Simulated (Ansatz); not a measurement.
Barrier height from H + CH4 (SMILES C) to the transition structure CH5, without zero-point energy, on the benchmark's geometries as Psi4's copy of the set gives them.
Transition structure (charge 0, multiplicity 2):
```xyz
6

C      0.000     0.265     0.000
H      1.053     0.517     0.000
H     -0.527     0.517     0.912
H     -0.527     0.517    -0.912
H      0.000    -1.118     0.000
H      0.000    -2.022     0.000
```
Reactant (charge 0, multiplicity 1):
```xyz
5

C      0.000     0.000     0.000
H      0.000     1.087     0.000
H     -0.513    -0.362     0.888
H     -0.513    -0.362    -0.888
H      1.025    -0.362     0.000
```

Open shells are unrestricted; no spin–orbit coupling.

Frozen-core correlation. CBS(a, b) extrapolates the correlation energy as X⁻³ and adds the Hartree–Fock energy of set b.

The values were computed with Ansatz (an electronic-structure program). Each number belongs to the level named beside it.

Question: What is the computed barrier height (CCSD(T)/CBS(aug-cc-pVDZ, aug-cc-pVTZ))?

Answer: 0.64 eV

Question: What barrier height does MP2/cc-pVDZ give?

Answer: 0.89 eV

Question: Estimate the barrier height that CCSDT/cc-pVDZ returns for this input.

Answer: 0.69 eV
